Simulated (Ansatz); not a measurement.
## Ansatz (development build ahead of 0.2.0) run

```yaml
crystal:
  periodic: [false, false, false]
  atoms:
    - { symbol: C, position_ang: [0.0, 0.0, 0.0] }
    - { symbol: C, position_ang: [0.0, 0.0, 1.455] }
    - { symbol: C, position_ang: [0.0, 1.11091, -0.74932] }
    - { symbol: C, position_ang: [0.0, -1.11091, 2.20432] }
    - { symbol: H, position_ang: [0.0, -0.96241, -0.51172] }
    - { symbol: H, position_ang: [0.0, 0.96241, 1.96672] }
    - { symbol: H, position_ang: [0.0, 1.05386, -1.83782] }
    - { symbol: H, position_ang: [0.0, 2.09879, -0.28866] }
    - { symbol: H, position_ang: [0.0, -1.05386, 3.29282] }
    - { symbol: H, position_ang: [0.0, -2.09879, 1.74366] }
basis:
  gaussian: { orbitals: def2-SVP }
hamiltonian:
  xc: hf
correlation:
  method: mp2
  frozen_orbitals: { C: 1, H: 0 }
```

The input is written out in the form of the current development build from the run's settings.

The run gave:

| Item | Value |
| --- | --- |
| Converged | yes |
| Reference energy | -154.80917 hartree |
| Correlation energy | -0.53398 hartree |
| Total energy | -155.34315 hartree |
| Spin squared of the determinant | 0.000 |
